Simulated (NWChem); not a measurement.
System: HS anion

NWChem input:

```
start job
memory heap 200 mb stack 900 mb global 1100 mb
charge -1
geometry units angstroms noautoz
  S      0.000000     0.000000    -0.089389
  H      0.000000     0.000000     1.268529
end
basis spherical
  * library cc-pvdz
end
dft
  xc b3lyp
  iterations 150
  mulliken
end
task dft energy
```

Excerpt of the output:

```
             Northwest Computational Chemistry Package (NWChem) 7.3.0
             --------------------------------------------------------

 ORDER OF PRIMARY AXIS IS BEING SET TO 4
 C4V symmetry detected

                             Geometry "geometry" -> ""
                             -------------------------

 Output coordinates in angstroms (scale by  1.889725989 to convert to a.u.)

  No.       Tag          Charge          X              Y              Z
 ---- ---------------- ---------- -------------- -------------- --------------
    1 S                   16.0000     0.00000000     0.00000000    -0.07987753
    2 H                    1.0000     0.00000000     0.00000000     1.27804047

 Effective nuclear repulsion energy (a.u.)       6.2351599905

      Symmetry information
      --------------------

 Group name             C4v
 Group number             18
 Group order               8
 No. of unique centers     2

                                 NWChem DFT Module
                                 -----------------

 Summary of "ao basis" -> "ao basis" (spherical)
 ------------------------------------------------------------------------------
       Tag                 Description            Shells   Functions and Types
 ---------------- ------------------------------  ------  ---------------------
 S                          cc-pvdz                  8       18   4s3p1d
 H                          cc-pvdz                  3        5   2s1p

      Symmetry analysis of basis
      --------------------------

        a1         11
        a2          0
        b1          1
        b2          1
        e          10

            General Information
            -------------------
          SCF calculation type: DFT
          Wavefunction type:  closed shell.
          No. of atoms     :     2
          No. of electrons :    18
           Alpha electrons :     9
            Beta electrons :     9
          Charge           :    -1
          Spin multiplicity:     1
          Use of symmetry is: on ; symmetry adaption is: on
          Maximum number of iterations: 150
          AO basis - number of functions:    23
                     number of shells:    11
          Convergence on energy requested:  1.00D-06
          Convergence on density requested:  1.00D-05
          Convergence on gradient requested:  5.00D-04

              XC Information
              --------------
                         B3LYP Method XC Potential
                     Hartree-Fock (Exact) Exchange  0.200
                        Slater Exchange Functional  0.800 local
                    Becke 1988 Exchange Functional  0.720 non-local
              Lee-Yang-Parr Correlation Functional  0.810
                  VWN I RPA Correlation Functional  0.190 local

             Grid Information
             ----------------
          Grid used for XC integration:  medium
          Radial quadrature: Mura-Knowles
          Angular quadrature: Lebedev.
          Tag              B.-S. Rad. Rad. Pts. Rad. Cut. Ang. Pts.
          ---              ---------- --------- --------- ---------
          S                   1.00       88           6.0       590
          H                   0.35       45           6.0       434
          Grid pruning is: on
          Number of quadrature shells:   133
          Spatial weights used:  Erf1

      Superposition of Atomic Density Guess
      -------------------------------------

 Sum of atomic energies:        -397.97685084

 Renormalizing density from      17.00 to     18

      Non-variational initial energy
      ------------------------------

 Total energy =    -411.821238
 1-e energy   =    -595.207346
 2-e energy   =     177.150948
 HOMO         =       0.168024
 LUMO         =       0.442558

      Symmetry analysis of molecular orbitals - initial
      -------------------------------------------------

 !! scf_movecs_sym_adapt:    2 vectors were symmetry contaminated

  Symmetry fudging

 !! scf_movecs_sym_adapt:    2 vectors were symmetry contaminated

  Numbering of irreducible representations:

     1 a1          2 a2          3 b1          4 b2          5 e

  Orbital symmetries:

     1 a1          2 a1          3 a1          4 e           5 e
     6 a1          7 a1          8 e           9 e          10 a1
    11 a1         12 a1         13 e          14 e          15 e
    16 e          17 a1         18 b1         19 b2

     ---------------------------------------------
      Total Density - Mulliken Population Analysis
     ---------------------------------------------

    Atom       Charge   Shell Charges
 -----------   ------   -------------------------------------------------------
    1 S   16    16.90   2.00  2.04  0.54  1.29  6.03  1.39  3.61  0.01
    2 H    1     1.10   0.64  0.43  0.03

   convergence    iter        energy       DeltaE   RMS-Dens  Diis-err
 ---------------- ----- ----------------- --------- --------- ---------
 d= 0,ls=0.0,diis     1   -398.6363399835 -4.05D+02  7.87D-02  1.66D+00
 d= 0,ls=0.0,diis     2   -398.7006095067 -6.43D-02  4.01D-02  7.58D-01
 d= 0,ls=0.0,diis     3   -398.8161894057 -1.16D-01  5.98D-03  1.58D-02
 d= 0,ls=0.0,diis     4   -398.8186811946 -2.49D-03  1.10D-03  9.24D-04
 d= 0,ls=0.0,diis     5   -398.8188501910 -1.69D-04  6.69D-05  3.24D-06
 d= 0,ls=0.0,diis     6   -398.8188506877 -4.97D-07  4.17D-06  1.13D-08

         Total DFT energy =     -398.818850687688
      One electron energy =     -568.817298819476
           Coulomb energy =      190.078976774234
    Exchange-Corr. energy =      -26.315688632957
 Nuclear repulsion energy =        6.235159990511

 Numeric. integr. density =       18.000002758952

                  Occupations of the irreducible representations
                  ----------------------------------------------

                     irrep           alpha         beta
                     --------     --------     --------
                     a1                5.0          5.0
                     a2                0.0          0.0
                     b1                0.0          0.0
                     b2                0.0          0.0
                     e                 4.0          4.0

                       DFT Final Molecular Orbital Analysis
                       ------------------------------------

 Vector    7  Occ=2.000000D+00  E=-7.891906D-02  Symmetry=a1
              MO Center=  1.7D-16,  1.5D-16,  1.7D-01, r^2= 1.7D+00
   Bfn.  Coefficient  Atom+Function         Bfn.  Coefficient  Atom+Function
  ----- ------------  ---------------      ----- ------------  ---------------
     4      0.443957  1 S  s                 10     -0.369225  1 S  pz
    19     -0.364003  2 H  s                 13     -0.266699  1 S  pz
    20     -0.254069  2 H  s                  3      0.163664  1 S  s
     2     -0.041566  1 S  s                 16     -0.038863  1 S  d  0

 Vector    8  Occ=2.000000D+00  E= 6.257801D-02  Symmetry=e
              MO Center= -2.8D-17,  5.0D-18, -5.6D-02, r^2= 1.6D+00
   Bfn.  Coefficient  Atom+Function         Bfn.  Coefficient  Atom+Function
  ----- ------------  ---------------      ----- ------------  ---------------
    12      0.517636  1 S  py                 9      0.406597  1 S  py
    11     -0.338543  1 S  px                 8     -0.265921  1 S  px

 Vector    9  Occ=2.000000D+00  E= 6.257801D-02  Symmetry=e
              MO Center= -3.2D-16, -2.9D-16, -5.6D-02, r^2= 1.6D+00
   Bfn.  Coefficient  Atom+Function         Bfn.  Coefficient  Atom+Function
  ----- ------------  ---------------      ----- ------------  ---------------
    11      0.517636  1 S  px                 8      0.406597  1 S  px
    12      0.338543  1 S  py                 9      0.265921  1 S  py

 Vector   10  Occ=0.000000D+00  E= 2.927347D-01  Symmetry=a1
              MO Center= -7.5D-17, -7.4D-17,  9.5D-01, r^2= 3.1D+00
   Bfn.  Coefficient  Atom+Function         Bfn.  Coefficient  Atom+Function
  ----- ------------  ---------------      ----- ------------  ---------------
    20      1.633527  2 H  s                 13     -1.024692  1 S  pz
     4     -0.985951  1 S  s                 10     -0.285066  1 S  pz
    19      0.138132  2 H  s                  3     -0.087233  1 S  s
     2      0.074449  1 S  s

 Vector   11  Occ=0.000000D+00  E= 5.918320D-01  Symmetry=a1
              MO Center= -4.6D-18,  9.2D-17,  8.0D-01, r^2= 2.3D+00
   Bfn.  Coefficient  Atom+Function         Bfn.  Coefficient  Atom+Function
  ----- ------------  ---------------      ----- ------------  ---------------
    19      0.951713  2 H  s                 20     -0.912857  2 H  s
    16      0.399329  1 S  d  0              13     -0.390585  1 S  pz
    10      0.110122  1 S  pz                 3      0.100190  1 S  s
     2      0.092234  1 S  s                  4      0.049918  1 S  s
     7      0.044929  1 S  pz                23      0.031060  2 H  pz

 Vector   12  Occ=0.000000D+00  E= 7.839498D-01  Symmetry=a1
              MO Center=  2.9D-16,  4.6D-16, -7.7D-01, r^2= 1.7D+00
   Bfn.  Coefficient  Atom+Function         Bfn.  Coefficient  Atom+Function
  ----- ------------  ---------------      ----- ------------  ---------------
     3      1.058835  1 S  s                 13      0.997510  1 S  pz
    10     -0.963371  1 S  pz                 4     -0.890617  1 S  s
     2      0.653452  1 S  s                 20     -0.296483  2 H  s
     7     -0.165876  1 S  pz                16      0.132002  1 S  d  0
    19      0.118965  2 H  s                  1      0.088190  1 S  s

     ---------------------------------------------
      Total Density - Mulliken Population Analysis
     ---------------------------------------------

    Atom       Charge   Shell Charges
 -----------   ------   -------------------------------------------------------
    1 S   16    16.92   2.00  2.02  0.87  1.00  6.01  2.27  2.73  0.02
    2 H    1     1.08   0.72  0.33  0.03

[...]
```

Level: B3LYP/cc-pVDZ. Sets without diffuse functions describe the anion's extra electron poorly. Structure relaxed at the B3LYP/def2-SVPD level. The highest occupied level is positive, so the extra electron may be held by the finite basis.
